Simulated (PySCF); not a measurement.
**Fluorine: a sound run and one with changed settings**

Sound run: F [He] 2s2 2p5, F⁺ [He] 2s2 2p4. All numbers are calculated (PySCF 2.14, the spin-free X2C one-electron Hamiltonian (Gaussian nucleus), in jorge-DZP-DKH (4s2p1d, 15 functions)). The sound run starts from symmetry-adapted Hartree-Fock orbitals and uses a fine grid where one is needed.

A second run was set up differently.

```
species  method  sound run (hartree)  changed run (hartree)  converged
      F     UHF            -99.48387              -99.48387        yes
      F    MN15            -99.77434              -99.73341        yes
      F     PBE            -99.73790              -99.70457        yes
     F⁺     UHF            -98.90751              -98.90751        yes
     F⁺    MN15            -99.13005              -99.10027        yes
     F⁺     PBE            -99.09363              -99.05638        yes
```

Ionisation energy of F:

| method | sound run (eV) | changed run (eV) |
| --- | --- | --- |
| UHF | 15.684 | 15.684 |
| MN15 | 17.532 | 17.228 |
| PBE | 17.532 | 17.638 |

Question: What was changed?
A. radial grid too coarse
B. basis contracted for another Hamiltonian
C. minimal basis
D. all electrons correlated in a valence basis

Answer: A. It used radial step 0.8 in ln r (0.13 in the sound run). A coarse radial grid mis-integrates the density and the exchange-correlation energy, with errors of either sign; Hartree-Fock needs no grid.
